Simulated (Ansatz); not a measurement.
**Calcium, fcc under r²SCAN: testing the Fermi-Dirac smearing**

A convergence test of the Fermi-Dirac smearing width. The geometry was relaxed under r²SCAN beforehand and stays fixed; 6 values are run, from 0.01 to 1.0 eV. Wanted are the values from which on the energy stays within 10 and 1 meV/atom, and the pressure within 0.5 GPa, of the narrowest run. Within the series other settings stay. Spin polarisation is left out.

Computed with Ansatz 0.2.0 (DFT r²SCAN, plane waves with PAW, scalar-relativistic, unless a step says otherwise).

## Step 1: The system as given

The structure is cubic, space group Fm-3m (No. 225). The conventional cell has a = 5.567 Å, b = 5.567 Å, c = 5.567 Å, α = 90.00°, β = 90.00°, γ = 90.00°. Ca (site symmetry m-3m) is surrounded by 12 Ca at 3.94 Å.

Coordinates:

```
Ca
1.0
     0.00000    2.78350    2.78350
     2.78350    0.00000    2.78350
     2.78350    2.78350    0.00000
Ca
1
Cartesian
  0.0000 0.0000 0.0000
```

## Step 2: Run at 0.01 eV

The run at 0.01 eV.

File input.yaml:

```yaml
crystal:
  lattice:
    - [0.0, 2.7835023068, 2.7835023068]
    - [2.7835023068, 0.0, 2.7835023068]
    - [2.7835023068, 2.7835023068, 0.0]
  atoms:
    - { symbol: Ca, position: [0.0, 0.0, 0.0] }
hamiltonian:
  xc: r2scan
  pseudopotentials:
    kind: paw
    azcp:
      Ca: "pseudopotentials/Ca.paw.azcp"
basis:
  ecutwfc: 500
  fft_grid_basis: typed
kpoints:
  mp_grid: { grid: [10, 10, 10], shift: [0, 0, 0] }
magnetization:
  spin_polarized: false
scf:
  occupations: { method: fermi_dirac, width: 0.01 }
  lower_state_search: "off"
output:
  stress: true
```

Command:

```console
ansatz run input.yaml --threads 2 --pin off --max-ram 5120MiB --backend cpu --events-out ev --progress --plain --runs-dir out
```

## Step 3: Run at 0.03 eV

The run at 0.03 eV.

Changes to input.yaml since step 2:

```diff
@@ -21,3 +21,3 @@
 scf:
-  occupations: { method: fermi_dirac, width: 0.01 }
+  occupations: { method: fermi_dirac, width: 0.03 }
   lower_state_search: "off"
```

## Step 4: Run at 0.2 eV

The run at 0.2 eV.

Changes to input.yaml since step 3:

```diff
@@ -21,3 +21,3 @@
 scf:
-  occupations: { method: fermi_dirac, width: 0.03 }
+  occupations: { method: fermi_dirac, width: 0.2 }
   lower_state_search: "off"
```

## Step 5: Run at 0.3 eV

The run at 0.3 eV.

Changes to input.yaml since step 4:

```diff
@@ -21,3 +21,3 @@
 scf:
-  occupations: { method: fermi_dirac, width: 0.2 }
+  occupations: { method: fermi_dirac, width: 0.3 }
   lower_state_search: "off"
```

## Step 6: Run at 0.6 eV

The run at 0.6 eV.

Changes to input.yaml since step 5:

```diff
@@ -21,3 +21,3 @@
 scf:
-  occupations: { method: fermi_dirac, width: 0.3 }
+  occupations: { method: fermi_dirac, width: 0.6 }
   lower_state_search: "off"
```

## Step 7: Run at 1.0 eV

The run at 1.0 eV.

Changes to input.yaml since step 6:

```diff
@@ -21,3 +21,3 @@
 scf:
-  occupations: { method: fermi_dirac, width: 0.6 }
+  occupations: { method: fermi_dirac, width: 1.0 }
   lower_state_search: "off"
```

(Steps that only read results are left out.)

Before running it: what results should come out?

**Answer**, as computed:

| quantity | value |
| --- | --- |
| E(σ → 0) stays within 10 meV/atom of 0.01 eV | up to 0.3 eV |
| E(σ → 0) stays within 1 meV/atom | up to 0.03 eV |
| pressure stays within 0.5 GPa | up to 0.3 eV |
| pressure at 0.01 eV | -0.04 GPa |
| energy of a separate run on a finer mesh (16×16×16) | +2.2 meV/atom from 0.01 eV |

What this shows: At 1.0 eV the energy differs by -141.4 meV/atom and the pressure by +1.6 GPa. The free energy F moves by -1653.0 meV/atom over the range, and the estimate for σ → 0 by -141.4. With this scheme F falls about as the square of the width. The mesh (10×10×10) is fixed, so the narrowest widths carry a k-point error of their own. The yardstick itself is unsettled by 2.2 meV/atom against the finer mesh, so the thresholds above hold only within this series, and wider smearing, which averages over more states, can land nearer the fine-mesh value than the narrowest does.
